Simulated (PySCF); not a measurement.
## Four-centre ligand exchange

Start structure (CH7ClSi, closed shell), relaxed at PBE0-D4/def2-TZVP:

Si1  (-0.329, -0.873, -0.377)
Cl2  (1.685, -1.102, -0.763)
H3  (-1.045, -1.889, -1.187)
H4  (-0.533, -1.154, 1.064)
C5  (-0.854, 0.851, -0.821)
H6  (2.086, 0.166, 2.058)
H7  (1.950, 0.404, 2.753)
H8  (-0.305, 1.586, -0.230)
H9  (-1.923, 0.978, -0.626)
H10  (-0.670, 1.051, -1.879)
(Å)

The step: CH₅ClSi ([CH3][SiH2][Cl]) + H₂ → CH₆Si ([CH3][SiH3]) + HCl; bonds formed: Si1–H7, Cl2–H6; bonds broken: Si1–Cl2, H6–H7. Program: PySCF 2.14 with density fitting (its default auxiliary sets; JK sets also for MP2 and CCSD(T)). Basis: def2-TZVPP and def2-QZVPP. Cores are frozen in the correlated methods. Extrapolation: Hartree–Fock as exp(−7.88 √X), correlation as X^−2.97. Energies below are by CCSD(T) at an estimated basis limit (MP2 extrapolated from triple and quadruple zeta, plus CCSD(T) − MP2 in triple zeta).

Task: What are the electronic barrier and the energy of the step, from the start structure to the end structure? (To be estimated.)

Result: The calculation gives: Barrier 229.1 kJ/mol; step energy 78.3 kJ/mol (uphill); reverse barrier, their difference, 150.8 kJ/mol. Barrier and step energy count from the start structure, the reverse barrier from the end structure.

The saddle point: One imaginary mode of 774i cm⁻¹.
| pair | start (Å) | saddle (Å) | end (Å) |
| --- | --- | --- | --- |
| Si1–H7 | 4.08 | 1.72 | 1.50 |
| Cl2–H6 | 3.12 | 1.75 | 1.29 |
| Si1–Cl2 | 2.06 | 2.54 | 3.99 |
| H6–H7 | 0.75 | 0.89 | 1.92 |

Zero-point energy (harmonic, PBE0-D4): ZPE is 174.6 kJ/mol at the start and 181.6 kJ/mol at the saddle, so the barrier goes from 229.1 to 236.1 kJ/mol.

No T1 diagnostic of these runs exceeds 0.011.

Labels in which every atom is bracketed show which atoms are joined, not bond orders.

For scale, one of the runs: CCSD(T)/def2-TZVPP, 213 basis functions, launched by `OMP_NUM_THREADS=4 python run.py`. Hardware: 4 CPU threads of an Arm Neoverse V2, shared host. Wall time 6.6 min; peak host memory 2.7 GiB.
